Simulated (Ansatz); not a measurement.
# HCl (hydrogen chloride): CCSDTQ/3-21G

What is the vertical ionisation energy of HCl (hydrogen chloride) at CCSDTQ/3-21G? 

The calculation is run with Ansatz 0.2.0.

56 further runs of the same task are left out: 2 that didn't finish, 54 set aside as unsound or not needed.

## 1. The structure to begin with

The species is HCl (2 atoms), meant as a singlet with charge 0. As SMILES, `Cl`. Geometry: relaxed at PBE0-D4/def2-TZVP.

Bond lengths: Cl1–H2 1.279 Å.

## 2. The energy at CCSDTQ/3-21G

The input, in.yaml:

```yaml
crystal:
  periodic: [false, false, false]
  atoms:
    - {symbol: Cl, position_ang: [0.546000, -0.178500, 0.280800]}
    - {symbol: H, position_ang: [-0.546000, 0.178500, -0.280800]}
basis:
  gaussian:
    orbitals: 3-21G.json
correlation:
  method: ccsdtq
  frozen_orbitals: {Cl: 5, H: 0}
accuracy: high
scf:
  omitted_lower_state_checks: [cluster_reference, increment]
```

The basis set 3-21G is read from a file made from the Basis Set Exchange's data (not shown).

Run with:

```sh
$ ansatz run in.yaml --threads 1 --pin off --max-ram 2610MiB --events-out events.jsonl --progress --plain --runs-dir runs
```

Output, cut to the lines that bear on the results:

```text
Warning: RAYON_NUM_THREADS=1 ignored (pool sized by the plan → 1); use --threads N
Functional definition: HF
  name "HF"
[...]
258 factors; integrals over basis functions are off by at most 4.2e-9 eV
[...]
mean field -12459.25868697 eV, -457.8693115574 hartree, gradient 5.6e-9 eV, S^2 0.000000; 0 other end points of the search recorded, 0 dependent functions left out
5 core orbitals not correlated: weight in the atoms' cores, before any rotation towards them, 1.000 or more for the frozen orbitals, at most 0.000 for the correlated occupied ones
reference -12459.25868697 eV, -457.8693115574 hartree; 4, 4 occupied and 6, 6 virtual orbitals, 258 factors
second order -1.41745168 eV of doubles, -0.00000000 eV of singles
cycle   1  -1.61028972 eV  change   -1.9e-1 eV  update   3.1e-2
[...]
cycle  16  -1.69657361 eV  change   2.3e-10 eV  update  1.1e-10
Total energy: -12460.95526058 eV, -457.9316594875 hartree
Checks for a lower state left out: cluster_reference, increment
```

It took 1.2 s on 1 thread of Arm Neoverse V2, shared host; peak memory 0.12 GiB.

## 3. The doublet cation, same level

The input, job.yaml:

```yaml
crystal:
  periodic: [false, false, false]
  atoms:
    - {symbol: Cl, position_ang: [0.546000, -0.178500, 0.280800]}
    - {symbol: H, position_ang: [-0.546000, 0.178500, -0.280800]}
basis:
  gaussian: {orbitals: 3-21G.json}
total_charge: 1
magnetization: {spin_polarized: true, initial_magnetization: 1}
correlation: {method: ccsdtq, frozen_orbitals: {Cl: 5, H: 0}}
accuracy: high
scf: {omitted_lower_state_checks: [cluster_reference, increment]}
```

The basis set 3-21G is read from a file made from the Basis Set Exchange's data (not shown).

Run with:

```sh
$ ansatz run job.yaml --threads 1 --pin off --max-ram 2610MiB --events-out events.jsonl --progress --plain --runs-dir runs
```

Output, cut to the lines that bear on the results:

```text
Warning: RAYON_NUM_THREADS=1 ignored (pool sized by the plan → 1); use --threads N
[... 2 set-up lines as earlier in the session ...]
[...]
258 factors; integrals over basis functions are off by at most 4.2e-9 eV
[...]
mean field -12447.38541393 eV, -457.4329768212 hartree, gradient 1.2e-8 eV, S^2 0.752506; 2 other end points of the search recorded, 0 dependent functions left out
5 core orbitals not correlated: weight in the atoms' cores, before any rotation towards them, 1.000 or more for the frozen orbitals, at most 0.000 for the correlated occupied ones
reference -12447.38541393 eV, -457.4329768212 hartree; 4, 3 occupied and 6, 7 virtual orbitals, 258 factors
second order -1.03202845 eV of doubles, -0.00000000 eV of singles
cycle   1  -1.20988117 eV  change   -1.8e-1 eV  update   3.1e-2
[...]
cycle  18  -1.29575167 eV  change   2.8e-10 eV  update  3.1e-10
Total energy: -12448.68116560 eV, -457.4805948167 hartree
Checks for a lower state left out: cluster_reference, increment
```

Wall time 11 s (1 thread of Arm Neoverse V2, shared host); peak memory 0.24 GiB.

## 4. Summary of results

At CCSDTQ/3-21G, 5 core orbitals frozen:

```
                                                   quantity          value
                                  singlet HCl: total energy  -457.93166 Eh
   singlet HCl: correlation energy (5 core orbitals frozen)      -62.3 mEh
                                 singlet HCl: T1 diagnostic          0.004
                               doublet cation: total energy  -457.48059 Eh
doublet cation: correlation energy (5 core orbitals frozen)      -47.6 mEh
          doublet cation: ⟨S²⟩ of the reference determinant          0.753
                              doublet cation: T1 diagnostic          0.006
         vertical ionisation energy (to the doublet cation)      12.274 eV
```

What this shows: Removing an electron at fixed nuclei costs 12.27 eV (1184 kJ/mol).
